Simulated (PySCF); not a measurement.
PySCF input file for ozone (O₃), SMILES O=[O+][O-], KT2/pcSseg-2. Geometry optimised at PBE0-D3(BJ)/def2-TZVP. The molecule may have multireference character, which single-reference levels describe poorly.

```python
import numpy as np
from pyscf import gto, scf, dft
from pyscf.prop.nmr import rks as nmr

mol = gto.M(
    atom='''
    O     0.00000000    1.06339463    0.21133481
    O     0.00000000    0.00000000   -0.42266962
    O     0.00000000   -1.06339463    0.21133481
    ''',
    basis='pcSseg-2',
    charge=0,
    spin=0,
    max_memory=1600,
    verbose=3,
)
mf = dft.RKS(mol, xc='kt2')
mf.grids.level = 3
mf.conv_tol = 1e-10
mf.max_cycle = 100
mf.kernel()
n = nmr.NMR(mf)
n.verbose = 2
n.max_cycle_cphf = 60
sigma = n.kernel()
print('atom   isotropic/ppm   span/ppm')
for i, s in enumerate(sigma):
    w = np.linalg.eigvalsh((s + s.T) / 2)
    print(f'{mol.atom_symbol(i):2s}{i + 1:3d} {w.mean():14.3f} {w[2] - w[0]:11.3f}')
```

Program output:

```
converged SCF energy = -228.712290224508
atom   isotropic/ppm   span/ppm
O   1      -1128.226    2205.292
O   2       -773.580    1798.427
O   3      -1128.225    2205.290
```

Self-consistency was reached.
